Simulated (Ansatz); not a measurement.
The same path of AlH3O + H3P (9 atoms, charge 0, multiplicity 1) was run 3 times with different band settings. Lost on the way: P6–H9. Made: Al1–P6, O2–H9.

These are results of RKS B3LYP/6-31G* (Ansatz 0.2.0), not measurements.

Relaxed end points:

```xyz
9
Properties=species:S:1:pos:R:3
Al 0.187 -0.274 0.232
O -0.333 -0.851 1.764
H -1.279 -0.942 1.938
H 1.750 -0.202 0.015
H -0.891 0.087 -0.880
P 0.304 3.345 1.431
H 1.566 2.804 1.055
H -0.324 2.989 0.201
H -0.111 2.156 2.100
```

```xyz
9
Properties=species:S:1:pos:R:3
Al 0.374 0.486 0.235
O -0.397 -0.237 1.997
H -1.270 -0.647 1.875
H 1.768 -0.274 0.125
H -0.869 0.061 -0.681
P 0.380 2.724 1.055
H 1.689 3.119 0.671
H -0.287 3.362 -0.026
H -0.518 0.518 2.604
```

Common settings: optimiser quadratic models (default); start path through a guess of the saddle point; force threshold 0.05 eV/Å; iteration limit 60; end points relaxed.

| run | movable images | climbing image | spring |
| --- | --- | --- | --- |
| 1 | 5 | yes | 5.0 eV/Å² |
| 2 | 8 | no | 5.0 eV/Å² |
| 3 | 5 | yes | 0.1 eV/Å² |

(1) What does each run give, and how far can it be trusted?

Answers

(1) Run 1: converged after 25 iterations, highest image 1.055 eV above the first end. A vibrational analysis at the climbing image gives one clearly imaginary mode, 1252i cm⁻¹: a first-order saddle point.
Run 2: converged after 21 iterations, highest image 1.001 eV above the first end. No image climbed, so the highest image needn't sit at the top of the path.
Run 3: converged after 19 iterations, highest image 1.055 eV above the first end. Another band between the same ends (5 images) ends at a top of the same energy, where a vibrational analysis finds 1 clearly imaginary mode.
The orbitals stay closed-shell, which can raise the energy where a bond breaks towards radicals; this wasn't checked here.
